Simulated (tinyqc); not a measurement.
Hueckel theory of the pi electrons with the omega technique, for the molecule c1cc[nH]c1 (SMILES; centres numbered as the heavy atoms are written), step by step. Computed by tinyqc, a small Python program that keeps every step. Settings: charge = 0, omega = 0.6, damping = 0.7. Command: `OMP_NUM_THREADS=1 python tinyqc.py 20684 20685 out.jsonl` (the two numbers bound the seeds that draw the settings). One thread of a shared host (Intel(R) Xeon(R) Processor @ 2.60GHz), about 0.01 s of CPU time with the checks.

## The Hueckel matrix

Centres:
```
centre  z_r, pi electrons of the neutral centre       h
1C                                            1  0.0000
2C                                            1  0.0000
3C                                            1  0.0000
4N                                            2  1.3700
5C                                            1  0.0000
```

Bonds:
```
i  j       k
1  2       1
2  3       1
3  4  0.7400
4  5  0.7400
5  1       1
```

H_rr = alpha + h_r beta, H_rs = k_rs beta for bonded centres.

Hueckel matrix in units of beta (H = alpha + beta A), lower triangle:
```
        1C      2C      3C      4N      5C
1C  0.0000
2C  1.0000  0.0000
3C  0.0000  1.0000  0.0000
4N  0.0000  0.0000  0.7400  1.3700
5C  1.0000  0.0000  0.0000  0.7400  0.0000
```

## Orbitals, round 1

pi electrons, sum of z_r less the charge = 6

Diagonalise; E = alpha + x beta with beta < 0, so the largest x are filled first; degenerate levels share their electrons. P = sum n_i c_ri c_si; each orbital has its largest coefficient positive (the first on a tie).

x values: 2.1858  1.1581  0.6180  -0.9739  -1.6180

occupations: 2.0000  2.0000  2.0000  0.0000  0.0000

coefficients:
```
       MO1      MO2      MO3      MO4      MO5
1C  0.3255  -0.5531  -0.3717  -0.2969   0.6015
2C  0.3255  -0.5531   0.3717  -0.2969  -0.6015
3C  0.3859  -0.0874   0.6015   0.5860   0.3717
4N  0.7002   0.6106   0.0000  -0.3700   0.0000
5C  0.3859  -0.0874  -0.6015   0.5860  -0.3717
```

charge and bond-order matrix P, lower triangle:
```
         1C       2C       3C      4N      5C
1C   1.1001
2C   0.5473   1.1001
3C  -0.0993   0.7952   1.0368
4N  -0.2197  -0.2197   0.4337  1.7262
5C   0.7952  -0.0993  -0.4104  0.4337  1.0368
```

## Omega technique, round 1

h_r = h_r(0) + omega q_r, omega = 0.6, with q_r = z_r - P_rr; 0.7 of the old diagonal is kept.

matrix after round 1, lower triangle:
```
         1C       2C       3C      4N       5C
1C  -0.0180
2C   1.0000  -0.0180
3C   0.0000   1.0000  -0.0066
4N   0.0000   0.0000   0.7400  1.4193
5C   1.0000   0.0000   0.0000  0.7400  -0.0066
```

## Orbitals, round 2

As before.

x values: 2.2050  1.1647  0.6083  -0.9750  -1.6329

occupations: 2.0000  2.0000  2.0000  0.0000  0.0000

coefficients:
```
       MO1      MO2      MO3      MO4      MO5
1C  0.3116  -0.5595  -0.3704  -0.2998   0.6023
2C  0.3116  -0.5595   0.3704  -0.2998  -0.6023
3C  0.3811  -0.1022   0.6023   0.5868   0.3704
4N  0.7179   0.5942   0.0000  -0.3627   0.0000
5C  0.3811  -0.1022  -0.6023   0.5868  -0.3704
```

charge and bond-order matrix P, lower triangle:
```
         1C       2C       3C      4N      5C
1C   1.0946
2C   0.5458   1.0946
3C  -0.0943   0.7981   1.0370
4N  -0.2175  -0.2175   0.4257  1.7369
5C   0.7981  -0.0943  -0.4143  0.4257  1.0370
```

## Omega technique, round 2

As before.

matrix after round 2, lower triangle:
```
         1C       2C       3C      4N       5C
1C  -0.0296
2C   1.0000  -0.0296
3C   0.0000   1.0000  -0.0113
4N   0.0000   0.0000   0.7400  1.4519
5C   1.0000   0.0000   0.0000  0.7400  -0.0113
```

## Convergence

Each round sets h_r = h_r(0) + omega (z_r - P_rr), keeping the share named as damping of the old diagonal; repeat until output and input diagonals agree to 1e-6.

Rounds:
```
round  sum n x  largest |h(out) - h(in)|
1       7.9238                  1.64e-01
2       7.9559                  1.09e-01
3       7.9775                  7.19e-02
4       7.9920                  4.77e-02
5       8.0017                  3.17e-02
6       8.0082                  2.10e-02
7       8.0125                  1.40e-02
8       8.0154                  9.29e-03
9       8.0173                  6.18e-03
10      8.0186                  4.11e-03
11      8.0194                  2.73e-03
12      8.0200                  1.82e-03
13      8.0204                  1.21e-03
14      8.0206                  8.03e-04
15      8.0208                  5.34e-04
16      8.0209                  3.55e-04
17      8.0210                  2.36e-04
18      8.0210                  1.57e-04
19      8.0210                  1.04e-04
20      8.0211                  6.94e-05
21      8.0211                  4.61e-05
22      8.0211                  3.07e-05
23      8.0211                  2.04e-05
24      8.0211                  1.36e-05
25      8.0211                  9.02e-06
26      8.0211                  6.00e-06
27      8.0211                  3.99e-06
28      8.0211                  2.65e-06
29      8.0211                  1.76e-06
30      8.0211                  1.17e-06
31      8.0211                  7.79e-07
```

Converged in 31 rounds.

## Energy, charges, bond orders

final x values: 2.2469  1.1755  0.5881  -0.9794  -1.6611

occupations: 2.0000  2.0000  2.0000  0.0000  0.0000

final P, lower triangle:
```
         1C       2C       3C      4N      5C
1C   1.0851
2C   0.5426   1.0851
3C  -0.0857   0.8035   1.0366
4N  -0.2129  -0.2129   0.4105  1.7566
5C   0.8035  -0.0857  -0.4209  0.4105  1.0366
```

E = sum n x; q_r = z_r - P_rr; bond order p = P_rs; free valence = sqrt(3) - sum of p over the bonds of the atom.

pi energy = 6 alpha + this times beta = 8.0211

pi charges: 1C -0.0851, 2C -0.0851, 3C -0.0366, 4N 0.2434, 5C -0.0366

Bond orders and lengths from R = 1.517 - 0.180 p (angstrom, C-C alone):
```
bond       p       R
1-2   0.5426  1.4193
2-3   0.8035  1.3724
3-4   0.4105       -
4-5   0.4105       -
5-1   0.8035  1.3724
```

free valence of the carbons: 1C 0.3859, 2C 0.3859, 3C 0.5180, 5C 0.5180

gap between the highest filled and the next level = 1.5675 |beta|
